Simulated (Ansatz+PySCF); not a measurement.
Two shapes of doublet C₂H₃.

Shape 1:

```xyz
5

C     0.0000   -0.0520   -0.5881
C     0.0000   -0.0453    0.7229
H     0.0000    0.6873    1.5306
H     0.0000   -0.9850   -1.1659
H     0.0000    0.8815   -1.1737
```

Shape 2:

```xyz
5

C     0.0000   -0.0561   -0.6352
C     0.0000   -0.0490    0.7808
H     0.0000    0.7423    1.6530
H     0.0000   -1.0638   -1.2592
H     0.0000    0.9521   -1.2676
```

Basis set: def2-SVP (spherical functions). Left uncorrelated: 2 orbitals. Correlation on ROHF uses semicanonical orbitals with singles. Charge 0, multiplicity 2.

Computed with Ansatz (development build ahead of 0.2.0); each method stands on the lowest determinant of its kind that the runs found.

Question: Which shape is lower in energy, and by how much in each method?

Answer:

| method | E(2) − E(1) (eV) |
| --- | --- |
| UHF | 0.643 |
| ROHF-MP2 | 0.640 |
| UHF-MP2 | 0.829 |
| ROHF-CCSD | 0.597 |
| ROHF-CCSD(T) | 0.548 |

Shape 1 is lower. Caution for UHF, UHF-MP2: the unrestricted determinant is spin contaminated.
